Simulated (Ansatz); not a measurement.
A made-up structure of CH$_{4}$OSi, closed shell:

C1  (-1.205, 0.251, -0.507)
Si2  (0.303, 0.146, 0.240)
O3  (1.313, -1.129, 0.089)
H4  (-1.631, -0.511, -1.146)
H5  (-0.361, 0.021, 1.489)
H6  (0.875, 1.195, 1.112)
H7  (2.148, -1.093, 0.557)
(Å)

It is relaxed with PBE-D4/def2-SVP and then PBE0-D4/def2-TZVP (Ansatz 0.2.0). Atoms count as bonded within 1.22 times the sum of their covalent radii (H–H: 0.88 Å). The end point is not checked to be a true minimum.

Q: Does its bonding change? (A judgement: the text doesn't fix the answer.)

A: By the calculation: Yes. Formed: C1–H5; broken: Si2–H5.

Where it ends: The first stage lowers the energy by 4.03 eV in 18 steps. It ends as CH₄OSi ([CH2][SiH][OH]):
```csv
atom,x (Å),y (Å),z (Å)
C1,-1.1021,-0.0419,0.0431
Si2,0.5328,0.0053,0.4534
O3,1.6365,-1.0852,-0.0573
H4,-1.5580,-0.7926,-0.5888
H5,-1.7559,0.7295,0.4334
H6,1.1453,1.0362,1.3182
H7,2.5425,-0.9718,0.2322
```

Labels in which every atom is bracketed show which atoms are joined, not bond orders.

For scale, one of the runs: PBE0-D4/def2-TZVP relaxation, 123 basis functions, launched by `ansatz run in.yaml --threads 2 --pin off --events-out ev --progress --plain --max-ram 4352MiB`. The run took about 14 s on 2 CPU threads of an Arm Neoverse V2 (shared host).
